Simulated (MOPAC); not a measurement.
MOPAC input (PM3):

```
PM3 PRECISE GNORM=0.05 LET XYZ UHF MS=0.5 GEO-OK AUX(PRECISION=9) THREADS=1
CCl3

C    -0.00358972 1    0.00080934 1    0.26295365 1
Cl   -0.00984441 1    1.69003269 1   -0.03627790 1
Cl    1.46912032 1   -0.83620564 1   -0.00831232 1
Cl   -1.45800895 1   -0.85411270 1   -0.04821695 1
```

Q: What heat of formation does the run end on?

A: -1.45 kcal/mol.
